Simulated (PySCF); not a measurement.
Run times of cluster calculations

Single jobs in PySCF with density fitting, those on clusters of several parts including the runs of the parts alone, on shared hosts, each launched as `OMP_NUM_THREADS=1 python cluster_run.py task.json out`; times are rough.

```csv
system (of a reaction: its main species),parts or species,job,basis functions,threads × CPU,wall time,peak memory (GiB)
silicon tetrafluoride and 3 × hydrogen fluoride,4,"core levels, SCAN, 3 core holes",162,1 × Arm Neoverse N1,41 s,0.47
3 × hydrogen fluoride,3,"interaction energy with counterpoise and decomposition, PBE0-D3(BJ)/def2-TZVPD",147,1 × Arm Neoverse N1,11 s,0.5
Be2+ and 2 × ammonia,3,"spin-spin couplings, B3LYP/pcJ-1",125,1 × Arm Neoverse N1,12 s,0.52
Na+ and 3 × hydrogen fluoride,4,"interaction energy with counterpoise and decomposition, wB97M-D3(BJ)/def2-TZVPD, with pair energies, grids of densities and orbitals",182,1 × Arm Neoverse N1,100 s,0.62
CH5AlO3Zn,4,"reaction energy, PBE0-D3(BJ)/def2-TZVP",239,1 × Arm Neoverse N1,37 s,0.75
```

```csv
system (of a reaction: its main species),parts or species,job,basis functions,threads × CPU
hydrogen chloride and hydrogen fluoride,2,"core levels, SCAN, 2 core holes",84,1 × Arm Neoverse N1
CCl3F,1,"NMR shieldings, PBE0/pcSseg-2, charges and field gradients",201,1 × Arm Neoverse N1
GeHCl2F,4,"reaction energy, PBE0-D3(BJ)/def2-TZVPD",195,1 × Arm Neoverse N1
```

(1) Estimate wall time and peak memory of the jobs in the second table.

Results:

(1) hydrogen chloride and hydrogen fluoride, core levels: 7.5 s, 0.43 GiB; CCl3F, NMR shieldings: 34 s, 0.79 GiB; GeHCl2F, reaction energy: 19 s, 0.65 GiB.
